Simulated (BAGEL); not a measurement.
# C2H5S2 (SMILES [CH2]SSC) at 3 levels

We compute a comparison of 3 runs (UHF/STO-3G, UHF/3-21G, UHF/6-31G*) of C2H5S2. 

The calculation is run with BAGEL 1.2.2.

1 further run of the same task is left out (set aside as unsound or not needed). Runs told in other sessions of the task aren't counted.

**1. Starting point**

C2H5S2: 9 atoms, total charge 0, spin state doublet. SMILES: `[CH2]SSC`. One bond was lengthened or shortened from a relaxed shape.

Bond lengths: C1–S2 1.701 Å, S2–S3 2.040 Å, S3–C4 1.805 Å, C1–H5 1.082 Å, C1–H6 1.081 Å, C4–H7 1.253 Å, C4–H8 1.089 Å, C4–H9 1.092 Å. Some angles: C1–S2–S3 104.2°, S2–S3–C4 102.3°, S2–C1–H5 116.9°, S2–C1–H6 120.8°, S3–C4–H7 110.6°, S3–C4–H8 110.8°, S3–C4–H9 106.0°, H5–C1–H6 121.5°, H7–C4–H8 110.6°, H7–C4–H9 109.3°.

**2. A single-point energy at UHF/STO-3G (density fitting with qzvpp-jkfit) (run 1)**

The input, input.json:

```json
{ "bagel" : [

{
  "title" : "molecule",
  "basis" : "sto-3g",
  "df_basis" : "qzvpp-jkfit",
  "angstrom" : true,
  "geometry" : [
    { "atom" : "C", "xyz" : [   -0.126067,    1.425645,   -1.242472 ] },
    { "atom" : "S", "xyz" : [    1.363333,    0.792845,   -0.717072 ] },
    { "atom" : "S", "xyz" : [    1.032433,    0.287245,    1.231528 ] },
    { "atom" : "C", "xyz" : [    0.171833,   -1.291455,    1.078528 ] },
    { "atom" : "H", "xyz" : [   -0.269267,    1.518745,   -2.310972 ] },
    { "atom" : "H", "xyz" : [   -0.818367,    1.867245,   -0.539272 ] },
    { "atom" : "H", "xyz" : [   -0.902000,   -1.148400,    0.449500 ] },
    { "atom" : "H", "xyz" : [    0.804833,   -2.031955,    0.591128 ] },
    { "atom" : "H", "xyz" : [   -0.047967,   -1.615555,    2.098228 ] }
  ]
},
{ "title" : "uhf", "nopen" : 1 },
{ "title" : "print", "file" : "orbitals.molden", "orbitals" : true }

]}
```

Command:

```bash
$ BAGEL_NUM_THREADS=1 BAGEL input.json > input.out
```

Standard output:

```text
* using 1 threads per process

  ===============================================================
  ===============================================================

  *** Geometry ***

  { "atom" : "C", "xyz" : [     -0.238232,      2.694079,     -2.347932 ] },
  { "atom" : "S", "xyz" : [      2.576326,      1.498260,     -1.355070 ] },
  { "atom" : "S", "xyz" : [      1.951016,      0.542814,      2.327251 ] },
  { "atom" : "C", "xyz" : [      0.324717,     -2.440496,      2.038123 ] },
  { "atom" : "H", "xyz" : [     -0.508841,      2.870012,     -4.367104 ] },
  { "atom" : "H", "xyz" : [     -1.546490,      3.528582,     -1.019076 ] },
  { "atom" : "H", "xyz" : [     -1.704533,     -2.170161,      0.849432 ] },
  { "atom" : "H", "xyz" : [      1.520914,     -3.839838,      1.117070 ] },
  { "atom" : "H", "xyz" : [     -0.090644,     -3.052956,      3.965076 ] },

  Number of auxiliary basis functions:      496

  Since a DF basis is specified, we compute 2- and 3-index integrals:
    o Being stored without compression. Storage requirement is 0.004 GB

  Number of basis functions:       33
  Number of electrons      :       49

    * METHOD: MOLECULE                             0.13

  *** Open-shell HF ***

  === Nuclear Repulsion ===
   213.8687474496

      * DIIS with orbital gradients will be used.

  === UHF iteration (sto-3g) ===
      0       -863.96061924          0.01610708           0.03
      1       -863.99657530          0.00553799           0.03
      2       -864.00258296          0.00220054           0.03
      3       -864.00426610          0.00118484           0.03
      4       -864.00518063          0.00031147           0.03
      5       -864.00529234          0.00004170           0.03
      6       -864.00530052          0.00001411           0.03
      7       -864.00530258          0.00000769           0.03
      8       -864.00530411          0.00000216           0.03
      9       -864.00530437          0.00000095           0.03
     10       -864.00530444          0.00000057           0.05
     11       -864.00530447          0.00000037           0.05
     12       -864.00530448          0.00000016           0.05
     13       -864.00530449          0.00000007           0.05
     14       -864.00530449          0.00000003           0.05
     15       -864.00530449          0.00000001           0.03
    * SCF iteration converged.

    * S^2 (UHF) is 0.7661

    * Permanent dipole moment:
           (    0.342350,     0.222324,     0.009117) a.u.

    * METHOD: UHF                                  0.62

    * METHOD: PRINT                                0.00

  ===============================================================
```

Run time: 0.91 s. Hardware: 1 thread of Intel Xeon 6975P-C (Granite Rapids), shared host; peak memory 0.083 GiB.

**3. The energy at UHF/3-21G (density fitting with qzvpp-jkfit) (run 2)**

The input, input.json:

```json
{ "bagel" : [

{
  "title" : "molecule",
  "basis" : "3-21g",
  "df_basis" : "qzvpp-jkfit",
  "angstrom" : true,
  "geometry" : [
    { "atom" : "C", "xyz" : [      -0.126067,       1.425645,      -1.242472 ] },
    { "atom" : "S", "xyz" : [       1.363333,       0.792845,      -0.717072 ] },
    { "atom" : "S", "xyz" : [       1.032433,       0.287245,       1.231528 ] },
    { "atom" : "C", "xyz" : [       0.171833,      -1.291455,       1.078528 ] },
    { "atom" : "H", "xyz" : [      -0.269267,       1.518745,      -2.310972 ] },
    { "atom" : "H", "xyz" : [      -0.818367,       1.867245,      -0.539272 ] },
    { "atom" : "H", "xyz" : [      -0.902000,      -1.148400,       0.449500 ] },
    { "atom" : "H", "xyz" : [       0.804833,      -2.031955,       0.591128 ] },
    { "atom" : "H", "xyz" : [      -0.047967,      -1.615555,       2.098228 ] }
  ]
},

{
  "title" : "uhf",
  "nopen" : 1
},

{
  "title" : "print",
  "file" : "orbitals.molden",
  "orbitals" : true
}

]}
```

Command:

```bash
$ BAGEL_NUM_THREADS=1 BAGEL input.json > input.out
```

Standard output:

```text
* using 1 threads per process

  ===============================================================
  ===============================================================

  *** Geometry ***

  { "atom" : "C", "xyz" : [     -0.238232,      2.694079,     -2.347932 ] },
  { "atom" : "S", "xyz" : [      2.576326,      1.498260,     -1.355070 ] },
  { "atom" : "S", "xyz" : [      1.951016,      0.542814,      2.327251 ] },
  { "atom" : "C", "xyz" : [      0.324717,     -2.440496,      2.038123 ] },
  { "atom" : "H", "xyz" : [     -0.508841,      2.870012,     -4.367104 ] },
  { "atom" : "H", "xyz" : [     -1.546490,      3.528582,     -1.019076 ] },
  { "atom" : "H", "xyz" : [     -1.704533,     -2.170161,      0.849432 ] },
  { "atom" : "H", "xyz" : [      1.520914,     -3.839838,      1.117070 ] },
  { "atom" : "H", "xyz" : [     -0.090644,     -3.052956,      3.965076 ] },

  Number of auxiliary basis functions:      496

  Since a DF basis is specified, we compute 2- and 3-index integrals:
    o Being stored without compression. Storage requirement is 0.012 GB

  Number of basis functions:       54
  Number of electrons      :       49

    * METHOD: MOLECULE                             0.13

  *** Open-shell HF ***

  === Nuclear Repulsion ===
   213.8687474496

      * DIIS with orbital gradients will be used.

  === UHF iteration (3-21g) ===
      0       -869.17504243          0.02302892           0.06
      1       -869.22650644          0.00760037           0.06
      2       -869.23519677          0.00351072           0.06
      3       -869.23744598          0.00136537           0.06
      4       -869.23873632          0.00049898           0.06
      5       -869.23903490          0.00008665           0.06
      6       -869.23905052          0.00003225           0.06
      7       -869.23905510          0.00001258           0.05
      8       -869.23905764          0.00000518           0.05
      9       -869.23905839          0.00000248           0.05
     10       -869.23905859          0.00000109           0.05
     11       -869.23905865          0.00000054           0.05
     12       -869.23905867          0.00000032           0.06
     13       -869.23905868          0.00000021           0.05
     14       -869.23905868          0.00000013           0.05
     15       -869.23905868          0.00000007           0.05
     16       -869.23905868          0.00000003           0.06
     17       -869.23905868          0.00000001           0.06
     18       -869.23905868          0.00000001           0.05
    * SCF iteration converged.

    * S^2 (UHF) is 0.7651

    * Permanent dipole moment:
           (    0.811098,     0.427179,     0.143105) a.u.

    * METHOD: UHF                                  1.13

    * METHOD: PRINT                                0.00

  ===============================================================
```

Wall time 1.4 s (1 thread of Intel Xeon 6975P-C (Granite Rapids), shared host); peak memory 0.09 GiB.

**4. The energy at UHF/6-31G(d) (density fitting with qzvpp-jkfit, spherical functions) (run 3)**

The input, job.json:

```json
{ "bagel" : [

{
  "title" : "molecule",
  "basis" : "6-31gs.json",
  "df_basis" : "qzvpp-jkfit",
  "angstrom" : "true",
  "geometry" : [
    { "atom" : "C", "xyz" : [      -0.126067,       1.425645,      -1.242472 ] },
    { "atom" : "S", "xyz" : [       1.363333,       0.792845,      -0.717072 ] },
    { "atom" : "S", "xyz" : [       1.032433,       0.287245,       1.231528 ] },
    { "atom" : "C", "xyz" : [       0.171833,      -1.291455,       1.078528 ] },
    { "atom" : "H", "xyz" : [      -0.269267,       1.518745,      -2.310972 ] },
    { "atom" : "H", "xyz" : [      -0.818367,       1.867245,      -0.539272 ] },
    { "atom" : "H", "xyz" : [      -0.902000,      -1.148400,       0.449500 ] },
    { "atom" : "H", "xyz" : [       0.804833,      -2.031955,       0.591128 ] },
    { "atom" : "H", "xyz" : [      -0.047967,      -1.615555,       2.098228 ] }
  ]
},

{
  "title" : "uhf",
  "nopen" : 1
},

{
  "title" : "print",
  "file" : "orbitals.molden",
  "orbitals" : "true"
}

]}
```

The basis set 6-31G* is read from a file made from the Basis Set Exchange's data (not shown).

Command:

```bash
$ BAGEL_NUM_THREADS=1 BAGEL job.json > job.out
```

Standard output:

```text
* using 1 threads per process

  ===============================================================
  ===============================================================

  *** Geometry ***

  { "atom" : "C", "xyz" : [     -0.238232,      2.694079,     -2.347932 ] },
  { "atom" : "S", "xyz" : [      2.576326,      1.498260,     -1.355070 ] },
  { "atom" : "S", "xyz" : [      1.951016,      0.542814,      2.327251 ] },
  { "atom" : "C", "xyz" : [      0.324717,     -2.440496,      2.038123 ] },
  { "atom" : "H", "xyz" : [     -0.508841,      2.870012,     -4.367104 ] },
  { "atom" : "H", "xyz" : [     -1.546490,      3.528582,     -1.019076 ] },
  { "atom" : "H", "xyz" : [     -1.704533,     -2.170161,      0.849432 ] },
  { "atom" : "H", "xyz" : [      1.520914,     -3.839838,      1.117070 ] },
  { "atom" : "H", "xyz" : [     -0.090644,     -3.052956,      3.965076 ] },

  Number of auxiliary basis functions:      496

  Since a DF basis is specified, we compute 2- and 3-index integrals:
    o Being stored without compression. Storage requirement is 0.022 GB

  Number of basis functions:       74
  Number of electrons      :       49

    * METHOD: MOLECULE                             0.18

  *** Open-shell HF ***

  === Nuclear Repulsion ===
   213.8687474496

      * DIIS with orbital gradients will be used.

  === UHF iteration (6-31gs.json) ===
      0       -873.49861556          0.02307953           0.09
      1       -873.57702077          0.00965657           0.08
      2       -873.59233548          0.00473514           0.08
      3       -873.59689867          0.00137941           0.09
      4       -873.59861412          0.00050257           0.09
      5       -873.59905211          0.00017853           0.09
      6       -873.59911786          0.00004175           0.09
      7       -873.59912424          0.00001434           0.08
      8       -873.59912640          0.00000622           0.09
      9       -873.59912705          0.00000363           0.08
     10       -873.59912735          0.00000230           0.08
     11       -873.59912750          0.00000112           0.08
     12       -873.59912752          0.00000060           0.09
     13       -873.59912753          0.00000028           0.09
     14       -873.59912753          0.00000014           0.09
     15       -873.59912753          0.00000008           0.09
     16       -873.59912753          0.00000004           0.09
     17       -873.59912753          0.00000003           0.09
     18       -873.59912753          0.00000001           0.08
     19       -873.59912753          0.00000001           0.09
    * SCF iteration converged.

    * S^2 (UHF) is 0.7671

    * Permanent dipole moment:
           (    0.677568,     0.370607,     0.119268) a.u.

    * METHOD: UHF                                  1.82

    * METHOD: PRINT                                0.01

  ===============================================================
```

Run time: 2.2 s. Hardware: 1 thread of Intel Xeon 6975P-C (Granite Rapids), shared host; peak memory 0.11 GiB.

**5. The series**

| run | level | energy (Eh) | dipole moment (D) | ⟨S²⟩ | wall time |
| --- | --- | --- | --- | --- | --- |
| 1 | UHF/STO-3G (density fitting with qzvpp-jkfit) | -864.005304 | 1.04 | 0.766 | 0.91 s |
| 2 | UHF/3-21G (density fitting with qzvpp-jkfit) | -869.239059 | 2.36 | 0.765 | 1.4 s |
| 3 | UHF/6-31G* (density fitting with qzvpp-jkfit, spherical functions) | -873.599128 | 1.99 | 0.767 | 2.2 s |

**6. Outcome**

```
            quantity          value
 run 3: total energy  -873.59913 Eh
run 3: dipole moment         1.99 D
         run 3: ⟨S²⟩          0.767
```

What this shows: The dipole moment (its size) runs from 1.04 D (UHF/STO-3G) to 2.36 D (UHF/3-21G). In run 1 the basis is minimal, so the values are rough. All runs together took 4.5 s, the longest 2.2 s.
